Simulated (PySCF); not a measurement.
Coordinates in bohr (charge -1 multiplicity 1):
```
P     0.0000    0.0000    0.0000
O    -0.0002    0.0000    2.8574
O     2.4747    0.0000   -1.4285
O    -2.4744    0.0000   -1.4289
```

Level of theory: PySCF, B3LYP, basis P def2-SVPD, O def2-SVPD (no relativity, density fitting).

This geometry of PO₃⁻ is a stationary point at this level.

Q: What is the point group?

A: D3h.

Q: Is it a minimum?

A: Yes: all harmonic wavenumbers are real.

Q: List the harmonic modes with their infrared intensities.

A: 
```csv
symmetry,ω (cm⁻¹),"IR (km/mol, summed over degenerate members)",type
e',456,62.7,bend
a2'',464,50.5,bend
a1',970,0.0,stretch
e',1234,612,stretch
```

In D3h the vibrations span 2e' + a2'' + a1'. The a1' mode carries no infrared intensity, as symmetry demands.

This need not be the most stable arrangement of these atoms. The lowest empty level of this anion is unbound, so it and the gap depend on the basis.
